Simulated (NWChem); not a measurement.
O$_{3}$ anion, doublet

```xyz
3

O     -1.1351     0.0000    -0.2390
O      0.0000     0.0000     0.4780
O      1.1351     0.0000    -0.2390
```
Atoms are numbered in this order, from 1.

Computed with NWChem. Spin-unrestricted. In the optimisation the excess spin sits in b2 (C2v, its own frame). Sets without diffuse functions describe the anion's extra electron poorly. All runs use the structure optimised with B3LYP/def2-SVPD, spin-unrestricted. No stability test was run on the SCF state. The highest occupied level is positive in some or all of these runs, so the extra electron may be held by the finite basis. Total energies compare along this basis series because the functional is fixed.

```json
[
 {"level": "PBE0/STO-3G", "basis functions": "15", "energy (Ha)": "-222.0331", "highest occupied level (eV)": "8.19", "lowest empty minus highest occupied level, either spin (eV)": "4.39"},
 {"level": "PBE0/def2-SVP", "basis functions": "42", "energy (Ha)": "-225.0596", "highest occupied level (eV)": "1.12", "lowest empty minus highest occupied level, either spin (eV)": "4.32"},
 {"level": "PBE0/def2-SVPD", "basis functions": "69", "energy (Ha)": "-225.1103", "highest occupied level (eV)": "-0.36", "lowest empty minus highest occupied level, either spin (eV)": "4.21"},
 {"level": "PBE0/def2-TZVP", "basis functions": "93", "energy (Ha)": "-225.3587", "highest occupied level (eV)": "0.26", "lowest empty minus highest occupied level, either spin (eV)": "4.31"},
 {"level": "PBE0/def2-TZVPD", "basis functions": "120", "energy (Ha)": "-225.3690", "highest occupied level (eV)": "-0.24", "lowest empty minus highest occupied level, either spin (eV)": "4.22"},
 {"level": "PBE0/def2-TZVPP", "basis functions": "93", "energy (Ha)": "-225.3587", "highest occupied level (eV)": "0.26", "lowest empty minus highest occupied level, either spin (eV)": "4.31"},
 {"level": "PBE0/def2-QZVP", "basis functions": "171", "energy (Ha)": "-225.3743", "highest occupied level (eV)": "0.02", "lowest empty minus highest occupied level, either spin (eV)": "4.29"}
]
```
